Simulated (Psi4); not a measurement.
**C2H2Cl2F2 (1,1-dichloro-2,2-difluoroethane) at MP2/def2-SVP**

What is the energy change on altering one bond length of C2H2Cl2F2 (1,1-dichloro-2,2-difluoroethane) at MP2/def2-SVP? The job is set up through a Python script.

The results are computed with Psi4 1.11.

4 further runs of the same task are left out: 4 that didn't finish.

**1. The system as given**

C2H2Cl2F2 has 8 atoms, charge 0, and is taken as a singlet. SMILES: `FC(F)C(Cl)Cl`. The shape is that of a PBE0-D4/def2-TZVP optimisation. This is one conformer, not always the lowest.

Bond lengths: F1–C2 1.348 Å, C2–F3 1.348 Å, C2–C4 1.524 Å, C4–Cl5 1.761 Å, C4–Cl6 1.761 Å, C2–H7 1.094 Å, C4–H8 1.089 Å. Some angles: F1–C2–F3 107.5°, F1–C2–C4 109.1°, F3–C2–C4 109.1°, C2–C4–Cl5 109.4°, C2–C4–Cl6 109.4°, Cl5–C4–Cl6 111.6°, F1–C2–H7 109.5°, F3–C2–H7 109.5°, C4–C2–H7 112.2°, C2–C4–H8 109.8°.

**2. The energy at MP2/def2-SVP**

Input file calc.py:

```python
import psi4

psi4.set_memory(2200000000)
psi4.set_num_threads(1)
psi4.set_output_file('output.dat', False)

m = psi4.geometry("""
F      0.408370    -1.137320     1.314790
C      0.672870    -0.311460     0.282290
F      1.286580    -1.040250    -0.671770
C     -0.639670     0.230610    -0.271540
Cl    -0.309580     1.248420    -1.669870
Cl    -1.486960     1.117430     0.991650
H      1.340900     0.487530     0.616660
H     -1.272520    -0.594960    -0.592210
units angstrom
symmetry c1
""")

psi4.set_options({
    'puream': True,
    'e_convergence': 1e-09,
    'd_convergence': 1e-08,
    'scf_type': 'pk',
    'num_frozen_docc': 14,
    'mp2_type': 'conv',
})

e, wfn = psi4.energy('mp2/def2-SVP', molecule=m, return_wfn=True)
print(f'mp2/def2-SVP energy: {e:.10f} Eh')
for k, v in sorted(psi4.core.scalar_variables().items()):
    print(f'{k:45s} {v:18.10f}')
```

Started as:

```bash
$ python calc.py
```

output.dat:

```text
[...]
  Running in c1 symmetry.
[...]
  Nuclear repulsion =  380.494885379981667
[...]
  Multiplicity = 1
[...]
  Nalpha       = 33
  Nbeta        = 33
[...]
    Number of basis functions: 102
[...]
   @RHF iter   1: -1194.16958195532561   -2.47952e-01   4.05440e-03 ADIIS/DIIS
[...]
   @RHF iter  11: -1194.25192347654479   -1.63709e-11   8.57463e-09 DIIS
[...]
    Orbital Energies [Eh]
    ---------------------
    Doubly Occupied:
       1A   -104.819646     2A   -104.819608     3A    -26.324086
       4A    -26.324056     5A    -11.441216     6A    -11.381894
       7A    -10.583740     8A    -10.583725     9A     -8.058749
      10A     -8.058733    11A     -8.054973    12A     -8.054963
      13A     -8.054905    14A     -8.054897    15A     -1.667355
      16A     -1.598754    17A     -1.222998    18A     -1.112571
      19A     -1.008791    20A     -0.885538    21A     -0.809100
      22A     -0.785496    23A     -0.759948    24A     -0.691038
      25A     -0.679243    26A     -0.653848    27A     -0.619445
      28A     -0.598012    29A     -0.572083    30A     -0.487077
      31A     -0.486595    32A     -0.461558    33A     -0.457118
[...]
  @RHF Final Energy: -1194.25192347654479
   => Energetics <=
    Nuclear Repulsion Energy =            380.4948853799816675
    One-Electron Energy =               -2409.1501018014414512
    Two-Electron Energy =                 834.4032929449149378
    Total Energy =                      -1194.2519234765447891
[...]
 Multipole Moments:
 ------------------------------------------------------------------------------------
     Multipole            Electronic (a.u.)      Nuclear  (a.u.)        Total (a.u.)
 ------------------------------------------------------------------------------------
 L = 1.  Multiply by 2.5417464519 to convert [e a0] to [Debye]
 Dipole X            :          0.2330130           -0.3050282           -0.0720152
 Dipole Y            :         -0.1621590            0.3418579            0.1796988
 Dipole Z            :          0.0957259           -0.1188945           -0.0231687
 Magnitude           :                                                    0.1949735
[...]
	SCS-MP2 Total Energy (a.u.)        : -1195.12870018209992
	SOS-MP2 Total Energy (a.u.)        : -1195.04785882025931
	SCSN-MP2 Total Energy (a.u.)       : -1194.67876586706302
[...]
	SOS-PI-MP2 Total Energy (a.u.)     : -1195.18051471087847
[...]
	MP2 Total Energy (a.u.)            : -1195.15772701516198
[...]
```

The script printed:

```text
mp2/def2-SVP energy: -1195.1577270152 Eh
CURRENT CORRELATION ENERGY                         -0.9058035386
CURRENT ENERGY                                  -1195.1577270152
CURRENT REFERENCE ENERGY                        -1194.2519234765
DD SOLVATION ENERGY                                 0.0000000000
HF KINETIC ENERGY                                1193.8088455456
HF POTENTIAL ENERGY                             -2388.0607690221
HF TOTAL ENERGY                                 -1194.2519234765
HF VIRIAL RATIO                                     2.0003711465
MP2 CORRELATION ENERGY                             -0.9058035386
MP2 DOUBLES ENERGY                                 -0.9058035386
MP2 OPPOSITE-SPIN CORRELATION ENERGY               -0.6632794531
MP2 SAME-SPIN CORRELATION ENERGY                   -0.2425240855
MP2 SINGLES ENERGY                                  0.0000000000
MP2 TOTAL ENERGY                                -1195.1577270152
NUCLEAR REPULSION ENERGY                          380.4948853800
ONE-ELECTRON ENERGY                             -2409.1501018014
PCM POLARIZATION ENERGY                             0.0000000000
PE ENERGY                                           0.0000000000
SCF ITERATION ENERGY                            -1194.2519234765
SCF ITERATIONS                                     11.0000000000
SCF TOTAL ENERGY                                -1194.2519234765
SCS(N)-MP2 CORRELATION ENERGY                      -0.4268423905
SCS(N)-MP2 TOTAL ENERGY                         -1194.6787658671
SCS-MP2 CORRELATION ENERGY                         -0.8767767056
SCS-MP2 TOTAL ENERGY                            -1195.1287001821
SCS-MP2-VDW CORRELATION ENERGY                     -0.9702597427
SCS-MP2-VDW TOTAL ENERGY                        -1195.2221832193
SOS-MP2 CORRELATION ENERGY                         -0.7959353437
SOS-MP2 TOTAL ENERGY                            -1195.0478588203
SOS-PI-MP2 CORRELATION ENERGY                      -0.9285912343
SOS-PI-MP2 TOTAL ENERGY                         -1195.1805147109
TWO-ELECTRON ENERGY                               834.4032929449
```

It took 11 s on 1 thread of AMD EPYC 7R43 (Zen 3), shared host; peak memory 0.64 GiB.

**3. The distorted shape at the same level**

Input file c2h2cl2f2.xyz:

```xyz
8
C2H2Cl2F2
F      0.012269    -2.358669     2.992755
C      0.276769    -1.532809     1.960255
F      0.890479    -2.261599     1.006195
C     -1.035771    -0.990739     1.406425
Cl    -0.309580     1.248420    -1.669870
Cl    -1.883061    -0.103919     2.669615
H      0.944799    -0.733819     2.294625
H     -1.668621    -1.816309     1.085755
```

Input file c2h2cl2f2.py:

```python
import psi4

psi4.set_memory('2200 MB')
psi4.set_num_threads(1)
psi4.set_output_file('c2h2cl2f2.out', False)

with open('c2h2cl2f2.xyz') as f:
    atoms = ''.join(f.readlines()[2:])
molecule = psi4.geometry('0 1\n' + atoms + 'symmetry c1\nno_reorient\nno_com')

psi4.set_options({
    'puream': True,
    'e_convergence': 1e-09,
    'd_convergence': 1e-08,
    'scf_type': 'pk',
    'num_frozen_docc': 14,
    'mp2_type': 'conv',
})

e = psi4.energy("mp2/def2-SVP")
print(f'total energy {e:.8f} hartree = {e * 27.211386:.5f} eV')
```

Started as:

```bash
$ python c2h2cl2f2.py
```

c2h2cl2f2.out:

```text
[...]
  Running in c1 symmetry.
[...]
  Nuclear repulsion =  315.052269423299606
[...]
  Multiplicity = 1
[...]
  Nalpha       = 33
  Nbeta        = 33
[...]
    Number of basis functions: 102
[...]
   @RHF iter   1: -1193.81979984114901   -6.37816e-01   5.34570e-03 DIIS/ADIIS
[...]
   @RHF iter  21: -1194.02574270281502   -1.63709e-11   5.09471e-09 DIIS
[...]
    Orbital Energies [Eh]
    ---------------------
    Doubly Occupied:
       1A   -104.908939     2A   -104.716187     3A    -26.371059
       4A    -26.357011     5A    -11.491301     6A    -11.470754
       7A    -10.670109     8A    -10.473587     9A     -8.144669
      10A     -8.141459    11A     -8.140777    12A     -7.948134
      13A     -7.945365    14A     -7.945358    15A     -1.706852
      16A     -1.636385    17A     -1.245715    18A     -1.070806
      19A     -0.956944    20A     -0.935736    21A     -0.847583
      22A     -0.822218    23A     -0.799189    24A     -0.727728
      25A     -0.712775    26A     -0.690171    27A     -0.654683
      28A     -0.610055    29A     -0.568532    30A     -0.538444
      31A     -0.379394    32A     -0.379146    33A     -0.318464
[...]
  @RHF Final Energy: -1194.02574270281502
   => Energetics <=
    Nuclear Repulsion Energy =            315.0522694232996059
    One-Electron Energy =               -2277.5049666407285258
    Two-Electron Energy =                 768.4269545146139535
    Total Energy =                      -1194.0257427028150232
[...]
 Multipole Moments:
 ------------------------------------------------------------------------------------
     Multipole            Electronic (a.u.)      Nuclear  (a.u.)        Total (a.u.)
 ------------------------------------------------------------------------------------
 L = 1.  Multiply by 2.5417464519 to convert [e a0] to [Debye]
 Dipole X            :         64.4118467          -65.0594892           -0.6476425
 Dipole Y            :         74.0423525          -75.2438128           -1.2014603
 Dipole Z            :       -142.2179404          144.6900461            2.4721057
 Magnitude           :                                                    2.8238722
[...]
	SCS-MP2 Total Energy (a.u.)        : -1194.96935902242308
	SOS-MP2 Total Energy (a.u.)        : -1194.88800165522002
	SCSN-MP2 Total Energy (a.u.)       : -1194.45530960164615
[...]
	SOS-PI-MP2 Total Energy (a.u.)     : -1195.03171148062074
[...]
	MP2 Total Energy (a.u.)            : -1194.98836393142778
[...]
```

The script printed:

```text
total energy -1194.98836393 hartree = -32517.28964 eV
```

Run time: 11 s. Hardware: 1 thread of AMD EPYC 7R43 (Zen 3), shared host; peak memory 0.64 GiB.

**4. Summary of results**

Level: MP2/def2-SVP, 14 core orbitals frozen.

| quantity | value |
| --- | --- |
| first shape: total energy | -1195.15773 Eh |
| first shape: HOMO energy (Hartree–Fock orbitals) | -12.44 eV |
| first shape: LUMO energy (Hartree–Fock orbitals) | 4.59 eV |
| first shape: HOMO–LUMO gap (Hartree–Fock orbitals) | 17.03 eV |
| first shape: correlation energy (14 core orbitals frozen) | -905.8 mEh |
| distorted shape: total energy | -1194.98836 Eh |
| distorted shape: HOMO energy (Hartree–Fock orbitals) | -8.67 eV |
| distorted shape: LUMO energy (Hartree–Fock orbitals) | -3.78 eV |
| distorted shape: HOMO–LUMO gap (Hartree–Fock orbitals) | 4.88 eV |
| distorted shape: correlation energy (14 core orbitals frozen) | -962.6 mEh |
| energy change with the C4–Cl5 bond stretched from 1.761 to 3.874 Å | 4.609 eV |

One bond (distorted shape) is far stretched, which a spin-restricted single reference describes badly; perturbation theory on it can break down and give far too much correlation. With the C4–Cl5 bond stretched from 1.761 to 3.874 Å the energy rises by 4.61 eV (445 kJ/mol). The first shape isn't relaxed at this level, so the change isn't measured from a minimum. A restricted reference can't describe the breaking bond well at this length.
